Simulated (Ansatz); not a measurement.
# BClHS radical: an energy map over angle Cl1–B2–S3 and dihedral Cl1–B2–S3–H4

How does the energy of BClHS, SMILES S[B]Cl, spin multiplicity 2 change over two coordinates at once? A grid of runs gives the map.

The runs use Ansatz 0.2.0; UKS wB97X-V/def2-SVP.

### 1 The starting structure

SMILES `S[B]Cl`, 4 atoms, charge 0, spin multiplicity 2.

Atoms are counted from 1 here; the program's logs count them from 0.

Bond lengths: Cl1–B2 1.740 Å, B2–S3 1.783 Å, S3–H4 1.365 Å. Angles: Cl1–B2–S3 123.9°, B2–S3–H4 96.0°.

As a file:

```
Cl    0.73202   -0.48682    2.10308
B     0.44283    0.25410    0.55500
S    -0.70875   -0.37773   -0.65086
H    -0.48402    0.59122   -1.58546
```

### 3 Setting up the map

- angle Cl1–B2–S3: 15 values from 89.2 to 159.2 °
- dihedral Cl1–B2–S3–H4: 15 values from −180 to 156 °, periodic

Nothing else is relaxed (all other coordinates rigid). Energies count from the relaxed molecule at the same level. Points are written as (first, second).

(The set-up runs are not shown.)

### 4 Grid point (124.2°, −180°)

The input, input.yaml:

```yaml
crystal:
  periodic: [false, false, false]
  atoms:
    - { symbol: Cl, position_ang: [0.728913, -0.486312, 2.096394] }
    - { symbol: B, position_ang: [0.440867, 0.252068, 0.554827] }
    - { symbol: S, position_ang: [-0.703551, -0.370264, -0.651571] }
    - { symbol: H, position_ang: [-0.48524, 0.584644, -1.577991] }
magnetization:
  spin_polarized: true
  initial_magnetization: 1
basis:
  gaussian: { orbitals: def2-SVP }
hamiltonian:
  xc: { name: wB97X-V }
output:
  forces: true
```

The run is started by

```sh
$ ansatz run input.yaml --threads 1 --pin off --max-ram 2560MiB --backend cpu --events-out ev --progress --plain --runs-dir out
```

The session goes on with these runs: the other points that were computed.

What does the calculation give? Wanted: lowest point; highest computed point; dipole moment.

The runs gave:

| quantity | value |
| --- | --- |
| lowest point | (124.2°, −180°), 0 kJ/mol |
| highest computed point | (89.2°, −84°), 247 kJ/mol above the lowest |
| dipole moment (D) | 0.60 at (154.2°, −108°) to 1.81 at (149.2°, −84°); 1.14 at the lowest point |
| time for the whole task | 19 min on 1 thread, shared host |

The lowest computed point is at (124.2°, −180°), 0 kJ/mol from the relaxed molecule at the same level. A higher local minimum lies near (129.2°, −12°) (6 kJ/mol above the lowest at that grid point). The highest computed point, (89.2°, −84°), lies 247 kJ/mol above the lowest. On the interpolated surface the easiest way out of the lowest well to the well at (129.2°, −12°) passes a barrier of about 59 kJ/mol. Round the minimum the two coordinates are nearly uncoupled.
